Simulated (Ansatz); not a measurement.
HAsSi⁺, doublet: reading a ladder of total energies

Geometry: that of the HAsSi, singlet, kept fixed.

```xyz
3

Si    0.0000   -0.0264    1.5591
As    0.0000   -0.0077   -0.5892
H     0.0000    1.3116    0.3547
```

Basis cc-pVDZ; Ansatz 0.2.0. Correlated methods freeze the noble-gas cores and the filled d shells of p-block atoms, which leaves 9 electrons in 31 orbitals. R marks a restricted (for open shells ROHF) determinant, U an unrestricted one. No spin–orbit coupling is included, and no scalar relativity.

Full CI isn't at hand for all of this; UCCSDTQ serves as the reference, and is uncertain by about the last step of the cluster series.

Runs differ by some tens of microhartree through their thresholds and, for an open shell, their frozen cores, so steps under 0.03 kcal/mol mean nothing.

```json
{"level": "UHF", "total energy (hartree)": "-2523.345435"}
{"level": "UMP2", "total energy (hartree)": "-2523.495031"}
{"level": "UCCSD", "total energy (hartree)": "-2523.528660"}
{"level": "UCCSD(T)", "total energy (hartree)": "-2523.535703"}
{"level": "UCCSDT", "total energy (hartree)": "-2523.536943"}
{"level": "UCCSDT(Q)", "total energy (hartree)": "-2523.537409"}
{"level": "UCCSDTQ", "total energy (hartree)": "-2523.537436"}
```

What is the correlation energy at UCCSDTQ, and what share of it do UMP2 and UCCSD(T) recover?

E(corr) = -2523.537436 − (-2523.345435) = -0.192001 hartree = -5.225 eV. UMP2: -0.149596 / -0.192001 = 77.91 %. UCCSD(T): -0.190268 / -0.192001 = 99.10 %.

By how many kcal/mol does UCCSD(T) miss UCCSDTQ (1 hartree = 627.509 kcal/mol), and which steps make up the rest?

-2523.535703 − (-2523.537436) = 0.001733 hartree = 1.09 kcal/mol. Steps: UCCSDT − UCCSD(T) = -0.78, UCCSDT(Q) − UCCSDT = -0.29, UCCSDTQ − UCCSDT(Q) = -0.02 kcal/mol. Differences between like states or geometries often cancel part of this.
